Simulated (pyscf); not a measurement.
H₃C–Zn–CH₃ + HF → CH₄ + H₃C–Zn–F, a four-centre exchange (singlet surface; C–Zn, F–H broken, C–H, F–Zn formed). PySCF, gas phase, ωB97X-D3(BJ)/def2-SVP geometries. Energies in kcal/mol from the separated reactants.

Small-basis levels: PySCF, no dispersion term, spherical d functions. AM1 to PM7: differences of heats of formation from MOPAC. GFN2-xTB: tblite. Cost: rough CPU time at the saddle relative to B3LYP/6-31G*+LANL2DZ, from one job on a shared machine.

```json
[
 {"level": "HF/STO-3G", "barrier": "(withheld)", "reaction energy": "-56.9", "cost": "0.05"},
 {"level": "HF/6-31G*+LANL2DZ", "barrier": "10.9", "reaction energy": "-40.9", "cost": "0.08"},
 {"level": "MP2/6-31G*+LANL2DZ", "barrier": "-0.5", "reaction energy": "-41.5", "cost": "0.09"},
 {"level": "BP86/6-31G*+LANL2DZ", "barrier": "(withheld)", "reaction energy": "-41.6", "cost": "1"},
 {"level": "B3LYP/STO-3G", "barrier": "4.4", "reaction energy": "-64.8", "cost": "2"},
 {"level": "B3LYP/3-21G", "barrier": "-22.3", "reaction energy": "-51.0", "cost": "0.6"},
 {"level": "B3LYP/def2-SVP", "barrier": "2.2", "reaction energy": "-29.5", "cost": "1"},
 {"level": "GFN2-xTB", "barrier": "-6.4", "reaction energy": "-57.6", "cost": "under 0.02"},
 {"level": "PM6", "barrier": "21.8", "reaction energy": "-28.8", "cost": "under 0.02"},
 {"level": "ωB97M-D3(BJ)/def2-TZVP", "barrier": "(withheld)", "reaction energy": "-27.3", "cost": "–"}
]
```

Q: Fill in the missing entries.

A: 
- HF/STO-3G, barrier: 35.8
- BP86/6-31G*+LANL2DZ, barrier: -11.1
- ωB97M-D3(BJ)/def2-TZVP, barrier: 8.0

Against the last row the barrier runs from -30.3 (B3LYP/3-21G) to +27.8 kcal/mol (HF/STO-3G). At MP2/6-31G*+LANL2DZ, BP86/6-31G*+LANL2DZ, B3LYP/3-21G, GFN2-xTB this geometry lies under one side, so the entry may be no barrier of that level: it is a single point on another level's saddle. ωB97M-D3(BJ)/def2-TZVP has limits of its own. This is the saddle that the search found; another between the same sides may lie lower. In the def2 sets elements up to Kr have no core potential.
